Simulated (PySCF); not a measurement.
An unknown is described by computed data only.

Formula: C6H9; charge +1.

- Rotational structure: rotational constants A, B, C: 10.729, 1.901, 1.664 GHz [GFN2-xTB]
- Polarisability: 61.8 au [PBE0/def2-SVPD]
- UV, first state: lowest singlet excitation: 6.38 eV (194 nm, f = 0.001) [TDDFT PBE0/def2-SVPD]
- 13C NMR: chemical shifts (computed TMS as zero) by class: 197.9 (1 C), 193.4 (1 C), 176.3 (1 C), 25.3 (1 C), 15.0 (1 C), 11.2 (1 C) ppm [GIAO PBE0/pcSseg-1]
- 1H NMR: chemical shifts (computed TMS as zero) by class: 10.03 (1 H), 3.68 (2 H), 3.58 (3 H), 1.94 (3 H) ppm [GIAO PBE0/pcSseg-1]
- Triplet: lowest triplet excitation (Tamm–Dancoff): 5.94 eV [TDA PBE0/def2-SVPD]

Electronic properties: PySCF, gas phase, density fitting. Levels stand in brackets. NMR shifts are as computed; neighbouring signals can stand in another order in a measured spectrum. Isolated species at its GFN2-xTB geometry (one conformer only). NMR values are class means; diastereotopic atoms form classes of their own.

Q: Propose a structure and show how it fits.

A: Numbering: `[CH3:1][CH2:2][c:3]1[cH:4][c+:5]1[CH3:6]`. 6 carbons fall into 6 classes; from least to most shielded: unsaturated ring carbon [C3] (197.9 ppm), unsaturated ring carbon [C5] (193.4 ppm), unsaturated ring CH carbon [C4] (176.3 ppm), carbon bonded to 2 C and 2 H [C2] (25.3 ppm), methyl carbon [C6] (15.0 ppm), methyl carbon [C1] (11.2 ppm). Hydrogen classes from least to most shielded: 1 H on an unsaturated ring CH carbon, C4 (10.03 ppm), 2 H on a carbon bonded to 2 C and 2 H, C2 (3.68 ppm), 3 H on a methyl carbon, C6 (3.58 ppm, a mean of values up to 0.5 ppm apart in this geometry), 3 H on a methyl carbon, C1 (1.94 ppm). S1 is mainly HOMO−1→LUMO+1 (weight 0.91); the largest Löwdin shares of the orbital it empties are 0.20 on a methyl carbon, 0.15 on each of 2 atoms of one kind (unsaturated ring carbon) and 0.14 on the carbon bonded to 2 C and 2 H, of the orbital it fills 0.41 on an unsaturated ring carbon, 0.25 on an unsaturated ring carbon, 0.09 on the carbon bonded to 2 C and 2 H and 0.09 on the unsaturated ring CH carbon. By its constants the optimised geometry is an asymmetric top. Structure: `CCc1c[c+]1C`. Computed isomers that give other values at the same levels: `CC1=CCC[CH+]1` (13C chemical shifts (computed TMS as zero) by class: 246.7 (2 C), 170.6 (1 C), 56.3 (2 C), 15.6 (1 C) ppm); `CCC[c+]1cc1` (13C chemical shifts (computed TMS as zero) by class: 200.8 (1 C), 181.2 (2 C), 34.3 (1 C), 23.6 (1 C), 15.6 (1 C) ppm). The assignments are read from this structure; whether some other isomer fits the data as well wasn't checked.

Shape of the structure used: `[CH3:1][CH2:2][c:3]1[cH:4][c+:5]1[CH3:6]`: C1–C2–C3–C4 0°.
